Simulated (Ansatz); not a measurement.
# HO (doublet): from Hartree-Fock to the top rungs, 6-31G*

Aim: climb from Hartree-Fock through coupled cluster and multireference methods for HO (doublet) at one geometry and basis, and see what each rung misses.

The runs use Ansatz 0.2.0, Gaussian basis; 6-31G*, core rule «outside noble gas», up to 1 orbitals frozen.

Plan: UHF; CCSD(T) on ROHF; CCSD(T) on UHF; BCCD(T) on ROHF; CISD; CCSDT(Q) on ROHF; CCSDT(Q) on UHF; CISDTQ; CCSDTQ on ROHF; CCSDTQ on UHF; CASSCF and MRCISD+Q, 7 electrons in 5 orbitals; CASSCF and NEVPT2, 7 electrons in 5 orbitals; Full CI.

34 further runs of the same task are left out: 34 set aside as unsound or not needed.

## (1) The geometry

The geometry is an MP2(full)/6-31G* stationary point (not a proven minimum).

2 atoms, charge 0, spin multiplicity 2.

Atoms are counted from 1 here; the program's logs count them from 0.

Bond lengths: O1–H2 0.979 Å.

## (2) UHF

File in.yaml:

```yaml
crystal:
  periodic: [false, false, false]
  atoms:
    - {symbol: O, position_ang: [0.000000, 0.000000, 0.000000]}
    - {symbol: H, position_ang: [0.000000, 0.000000, 0.979070]}
basis:
  gaussian: {orbitals: "6-31G*"}
magnetization: {spin_polarized: true, initial_magnetization: 1}
hamiltonian: {xc: hf}
output: {orbitals: {seedname: orbitals}}
```

The run is started by

```sh
> ansatz run in.yaml --threads 1 --pin off --events-out ev --progress --plain --max-ram 2764MiB --backend cpu
```

The runs that follow: CCSD(T) on ROHF; CCSD(T) on UHF; BCCD(T) on ROHF; CISD; CCSDT(Q) on ROHF; CCSDT(Q) on UHF; CISDTQ; CCSDTQ on ROHF; CCSDTQ on UHF; CASSCF and MRCISD+Q, 7 electrons in 5 orbitals; CASSCF and NEVPT2, 7 electrons in 5 orbitals; Full CI.

**Question.** What will the summary of the whole plan be? Wanted: FCI below the RHF energy; RMP2 from FCI; UMP2 from FCI; RCCSD from FCI; RCCSD(T) from FCI; UCCSD(T) from FCI; RCCSDT(Q) from FCI; UCCSDT(Q) from FCI; NEVPT2 valence from FCI.

The runs gave:

| quantity | value |
| --- | --- |
| FCI below the RHF energy | -4.3440 eV |
| RMP2 from FCI | +448.9 meV |
| UMP2 from FCI | +449.7 meV |
| RCCSD from FCI | +49.3 meV |
| RCCSD(T) from FCI | +12.6 meV |
| UCCSD(T) from FCI | +11.9 meV |
| RCCSDT(Q) from FCI | +0.4 meV |
| UCCSDT(Q) from FCI | -0.2 meV |
| NEVPT2 valence from FCI | +584.9 meV |
| MRCISD+Q valence from FCI | -3.2 meV |
| levels within 1 kcal/mol (43 meV) | RCCSD(T), UCCSD(T), BCCD(T), RCCSDT, UCCSDT, CISDTQ, RCCSDT(Q), UCCSDT(Q), RCCSDTQ, UCCSDTQ, MRCISD+Q valence |
| T1 diagnostic | 0.012 |
| effectively unpaired electrons | 1.02 |

What this shows: RCCSD(T) misses by +12.6 meV, 0.3 % of the correlation energy. MRCISD+Q valence falls below full CI: the +Q correction isn't variational, and the cores differ from full CI's. One determinant dominates. Of the multireference levels listed MRCISD+Q valence comes nearest in total energy (-3.2 meV), which doesn't show that its space is the better one. These misses are within one basis, not against nature; the frozen cores of restricted and unrestricted runs differ, which can shift their rows.
